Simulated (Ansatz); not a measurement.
Conformers of CH₅BO (`CBO`), each relaxed with PBE0-D4/def2-TZVP in Ansatz. CBS adds the triple-zeta coupled-cluster correction to the MP2 limit.

Not all of them had a frequency check.

Conformer A:

```xyz
8

C     0.517    0.631    0.589
B    -0.448   -0.323   -0.177
O    -0.033   -0.906   -1.329
H     1.488    0.747    0.103
H     0.676    0.267    1.611
H     0.059    1.620    0.703
H    -1.561   -0.561    0.226
H    -0.698   -1.475   -1.725
```

Conformer B:

Cartesian coordinates in Å:
```
C 0.536 0.116 -0.670
B -0.711 -0.208 0.219
O -0.716 -0.104 1.569
H 1.427 0.426 -0.116
H 0.798 -0.755 -1.280
H 0.287 0.908 -1.386
H -1.749 -0.571 -0.264
H 0.127 0.188 1.928
```

(1) Which is lowest in electronic energy at CCSD(T)/CBS (frozen core, def2 sets), and by how much? (Estimate.)

(2) Give the energies relative to A (kJ/mol) with PBE/def2-TZVPP, B3LYP/def2-TZVPP, SCS-MP2/def2-TZVPP, CCSD(T)/def2-TZVPP, HF/def2-QZVPP, MP2/CBS(def2), CCSD/CBS(def2). (Best estimate.)

Answers

(1) Ansatz gave: A; B lies 2.2 kJ/mol higher.

(2) Computed: 
```csv
level,B
PBE/def2-TZVPP,2.1
B3LYP/def2-TZVPP,2.5
SCS-MP2/def2-TZVPP,2.7
CCSD(T)/def2-TZVPP,2.3
HF/def2-QZVPP,2.9
MP2/CBS(def2),2.5
CCSD/CBS(def2),2.3
```

B3LYP here is the variant with VWN-RPA as its local correlation; programs differ in this.
